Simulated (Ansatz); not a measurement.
**CH₂Si (triplet): from Hartree-Fock to the top rungs, def2-QZVPP**

An exercise on one series of results from a longer session: the logs are not shown, and one member is left open.

Program: Ansatz 0.2.0, Gaussian basis. Level of theory: def2-QZVPP, core rule «outside noble gas», up to 6 orbitals frozen. These are calculated values, not measurements.

To be run: UHF; ROHF; CCSD(T) on UHF.

2 further runs of the same task are left out: 2 set aside as unsound or not needed. Runs told in other sessions of the task aren't counted.

**What is computed**

The geometry is a PBE0/def2-TZVP stationary point (not a proven minimum) of the parent state, kept for this charge and spin.

4 atoms, charge 0, spin multiplicity 3.

Atoms are counted from 1 here; the program's logs count them from 0.

Bond lengths: Si1–C2 1.637 Å, Si1–H3 1.483 Å, C2–H4 1.078 Å. Angles: C2–Si1–H3 123.0°, Si1–C2–H4 153.9°.

Set-up of the first run:

The input, in.yaml:

```yaml
crystal:
  periodic: [false, false, false]
  atoms:
    - {symbol: Si, position_ang: [0.000000, -0.101057, 0.500037]}
    - {symbol: C, position_ang: [0.000000, 0.164958, -1.114795]}
    - {symbol: H, position_ang: [0.000000, 0.995702, 1.498344]}
    - {symbol: H, position_ang: [0.000000, -0.145469, -2.147521]}
basis:
  gaussian: {orbitals: "def2-QZVPP.json"}
magnetization: {spin_polarized: true, initial_magnetization: 2}
hamiltonian: {xc: hf}
output: {orbitals: {seedname: orbitals}}
```

Started as:

```bash
$ ansatz run in.yaml --threads 1 --pin off --events-out ev --progress --plain --max-ram 2393MiB
```

Among the steps run: UHF; ROHF; CCSD(T) on UHF.

One of the session's tables, all rows but one given; the rest of the session is left out.

| method | from UCCSD(T) (kcal/mol) |
| --- | --- |
| ROHF | +179.84 |
| UMP2 | ? |
| UCCSD | +8.53 |
| UCCSD(T) | 0 |

Estimate the missing values for UMP2.

As computed: from UCCSD(T) (kcal/mol): +28.66. In the column «from UCCSD(T) (kcal/mol)» it lies between UCCSD (+8.53) and ROHF (+179.84).

Left out of the table: UHF (another determinant or state than the rows shown).

Limits of these values: Warnings: spin contamination; coupled cluster took another determinant than the lowest.
